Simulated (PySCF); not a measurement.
Match the calculated data to a structure.

All candidates are C5H11S (charge -1).

* NMR, other nuclei: isotropic shieldings of nuclei other than C and H, by class: 514 (1 S) ppm [GIAO PBE0/pcSseg-1]
* 13C NMR: chemical shifts (computed TMS as zero) by class: 58.7 (1 C), 44.4 (1 C), 31.6 (1 C), 28.2 (1 C), 18.9 (1 C) ppm [GIAO PBE0/pcSseg-1]
* Rotational structure: rotational constants A, B, C: 5.547, 1.321, 1.128 GHz [GFN2-xTB]
* 1H NMR: chemical shifts (computed TMS as zero) by class: 3.07 (1 H), 2.11 (1 H), 1.12 (3 H), 0.97 (1 H), 0.94 (1 H), 0.94 (1 H), 0.76 (3 H) ppm [GIAO PBE0/pcSseg-1]

The electronic properties come from PySCF, for the isolated species, density fitting. Levels stand in brackets. The structure is a single GFN2-xTB conformer in the gas phase; no vibrational or solvent corrections. The HOMO energy is positive, so at this level the finite basis confines the outermost electrons. No diffuse functions stand in pcSseg-1, which bears on an anion's orbital energies. NMR classes are plain means over equivalent atoms (diastereotopic ones count apart unless rotation or inversion swaps them), as if these changed places fast.

Problem. Which candidate is it?
A. `CCC[C@@H](C)[S-]`
B. `CCC([S-])CC`
C. `CC(C)CC[S-]`

Solution. A. It is `CCC[C@@H](C)[S-]`. Numbering: `[CH3:1][CH2:2][CH2:3][C@@H:4]([CH3:5])[S-:6]`. 5 carbons fall into 5 classes; from least to most shielded: chain CH2 carbon [C3] (58.7 ppm), sp3 carbon bound to sulfur [C4] (44.4 ppm), methyl carbon [C5] (31.6 ppm), chain CH2 carbon [C2] (28.2 ppm), methyl carbon [C1] (18.9 ppm). Hydrogen classes from least to most shielded: 1 H on an sp3 carbon bound to sulfur, C4 (3.07 ppm), 1 H on a chain CH2 carbon, C3 (2.11 ppm), 3 H on a methyl carbon, C5 (1.12 ppm, a mean of values up to 1.2 ppm apart in this geometry), 1 H on a chain CH2 carbon, C2 (0.97 ppm), 1 H on a chain CH2 carbon, C3 (0.94 ppm), 1 H on a chain CH2 carbon, C2 (0.94 ppm), 3 H on a methyl carbon, C1 (0.76 ppm). The other shieldings belong to: 514 ppm, thiolate sulfur [S6]. The optimised geometry has point group C1 and is an asymmetric top.

The others, at the same levels:
- `CCC([S-])CC` fails: it has 3 carbon classes against 5; its computed 13C shifts are 53.7 (1 C), 41.2 (2 C), 16.2 (2 C) ppm, 1H shifts are 2.50 (1 H), 1.45 (2 H), 1.22 (2 H), 1.08 (6 H) ppm and rotational constant A is 3.241 GHz (against 5.547 GHz).
- `CC(C)CC[S-]` fails: it has 4 carbon classes against 5; its computed 13C shifts are 52.8 (1 C), 35.7 (1 C), 25.2 (2 C), 23.5 (1 C) ppm, 1H shifts are 4.81 (1 H), 3.13 (2 H), 1.04 (2 H), 0.59 (6 H) ppm and rotational constant A is 4.725 GHz (against 5.547 GHz).

Each candidate is one conformer, not necessarily the lowest. The conformers computed, where there is a choice (atom-mapped SMILES and torsion angles):
- `[CH3:1][CH2:2][CH2:3][C@@H:4]([CH3:5])[S-:6]`: C1–C2–C3–C4 175°, C2–C3–C4–C5 65°
- `[CH3:1][CH2:2][CH:3]([S-:4])[CH2:5][CH3:6]`: C1–C2–C3–S4 -168°, C2–C3–C5–C6 -176°
- `[CH3:1][CH:2]([CH3:3])[CH2:4][CH2:5][S-:6]`: C1–C2–C4–C5 -72°, C2–C4–C5–S6 -55°
